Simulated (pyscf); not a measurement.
A first-order saddle from PySCF, ωB97X-D3(BJ)/def2-SVP:

```xyz
12

O     -1.8305    -1.1292     1.7758
Si    -1.6348    -0.7707     0.1773
F     -1.1797    -2.2858    -0.2882
F     -2.8999    -0.6277    -0.8282
O     -0.1580    -0.1182    -0.4736
H     -2.1364    -0.3731     2.2864
H      0.3330    -0.8317    -0.9017
H     -1.2537     1.8839     0.0195
F     -1.9557     1.0219     0.6397
H     -0.0671     1.2747    -0.7123
O     -0.4122     2.2700    -0.5758
H      0.1993     2.7076     0.0342
```
Charge 0, spin multiplicity 1.

Surface: singlet, charge 0. Lowest wavenumbers (cm⁻¹): 294i, 43, 163, 183, 325.

### Question
Name the species on either side of this saddle.

### Answer
`[OH][Si]([OH])([F])[F]` + `[FH]` + `[OH2]` ⇌ `[OH][Si]([F])([F])[F]` + `[OH2]` + `[OH2]`, a multi-bond step read from left to right: O–Si, F–H, H–O broken and F–Si, H–O, H–O formed. At ωB97M-D3(BJ)/def2-TZVP it lies -8.8 kcal/mol from the left side and -0.6 kcal/mol from the right (each side as separated species at their lowest minima found). On the reactant side the descent ends in a bound adduct (not fully relaxed), 22.6 kcal/mol under the separated species and 14.2 kcal/mol under the saddle at ωB97X-D3(BJ)/def2-TZVP. On the product side the descent ends in an adduct with a O–Si contact, 7.9 kcal/mol under the separated species and 7.3 kcal/mol under the saddle at ωB97X-D3(BJ)/def2-TZVP. At ωB97M-D3(BJ) the saddle lies under the separated reactants, which points to a path from their complex (located at ωB97X-D3(BJ) alone). At ωB97M-D3(BJ) the saddle lies under the separated products, which points to a path from their complex (located at ωB97X-D3(BJ) alone). What is counted as broken (O–Si) persists as a longer contact in the product adduct; parting that adduct is a step of its own. This is the saddle that the search found; another between the same sides may lie lower.
